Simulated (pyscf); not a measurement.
Structures and frequencies: ωB97X-D3(BJ)/def2-SVP in PySCF.

### Question
For HO–Bi(OH)–OH + H₂C=CH₂ → H₃C–CH₂–O–Bi(OH)–OH, an addition across a multiple bond or ene-type step (singlet surface; H–O broken, C–O, C–H formed), PBE/def2-TZVP gives ΔE‡ = 1.81 eV and ΔE = -0.70 eV (zero: the separated reactants). In which direction and how far do B3LYP-D3(BJ)/def2-TZVP, PBE0-D3(BJ)/def2-TZVP, ωB97M-D3(BJ)/def2-TZVP move these?

### Answer
B3LYP-D3(BJ): ΔE‡ = 2.08 eV, ΔE = -0.72 eV; PBE0-D3(BJ): ΔE‡ = 1.96 eV, ΔE = -0.89 eV; ωB97M-D3(BJ): ΔE‡ = 2.19 eV, ΔE = -0.72 eV. PBE's barrier lies under all of them, by 0.15 to 0.38 eV. Its reaction energy lies over all of them, by 0.02 to 0.20 eV. Low barriers are usual for a GGA, whose delocalisation error favours stretched bonds. One saddle was located; it need not be the lowest between these sides. Elements past Kr carry the def2 core potentials, without spin-orbit coupling.
